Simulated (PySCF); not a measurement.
Geometry:
```
atom   x (Å)   y (Å)   z (Å)
  C1  -2.520   0.190  -0.270
  C2  -1.458  -0.554  -0.579
  C3  -0.128  -0.263  -0.186
  C4   1.015  -0.047   0.129
  C5   2.386   0.221   0.511
  H6  -2.424   1.094   0.320
  H7  -3.511  -0.092  -0.604
  H8  -1.594  -1.455  -1.173
  H9   2.431   0.801   1.436
 H10   2.938  -0.709   0.669
 H11   2.904   0.789  -0.267
```

Computational details: geometry: PBE0-D3(BJ)/def2-TZVP, shieldings: GIAO B97-2/pcSseg-2, in PySCF (in vacuum, one conformer, averaged over atoms made equivalent by symmetry, fast rotation or ring inversion, relativity neglected).

Chemical shifts δ = σref − σ; TMS for ¹³C and ¹H, all at this level.

```json
{"atoms": "C2", "nucleus": "¹³C", "count": "1", "δ (ppm)": "127.3"}
{"atoms": "H6", "nucleus": "¹H", "count": "1", "δ (ppm)": "5.82"}
{"atoms": "C3", "nucleus": "¹³C", "count": "1", "δ (ppm)": "?"}
{"atoms": "C1", "nucleus": "¹³C", "count": "1", "δ (ppm)": "133.6"}
{"atoms": "C5", "nucleus": "¹³C", "count": "1", "δ (ppm)": "?"}
{"atoms": "H9/H10/H11", "nucleus": "¹H", "count": "3", "δ (ppm)": "2.04"}
{"atoms": "H7", "nucleus": "¹H", "count": "1", "δ (ppm)": "5.62"}
{"atoms": "H8", "nucleus": "¹H", "count": "1", "δ (ppm)": "6.11"}
{"atoms": "C4", "nucleus": "¹³C", "count": "1", "δ (ppm)": "?"}
```

Fill in the missing shifts.

Answers


- C4: 96.8 ppm, alkyne carbon; sp carbons lie upfield of alkene carbons because the cylindrical π system leaves one tensor component strongly shielded
- C3: 84.7 ppm, alkyne carbon; the triple bond shields along its axis, which puts it between sp3 and sp2 carbons
- C5: 6.1 ppm, propargylic methyl carbon; aliphatic region, no heteroatom directly attached

Shifts are as computed. Against solution values, carbons near 30 ppm lie about +3 ppm off and those near 130 ppm about +7 ppm. Of 1309 compounds with measured shifts, 239 miss one by over three times the rms of a fit or turn the order of signals round; such compounds aren't used in these exercises.
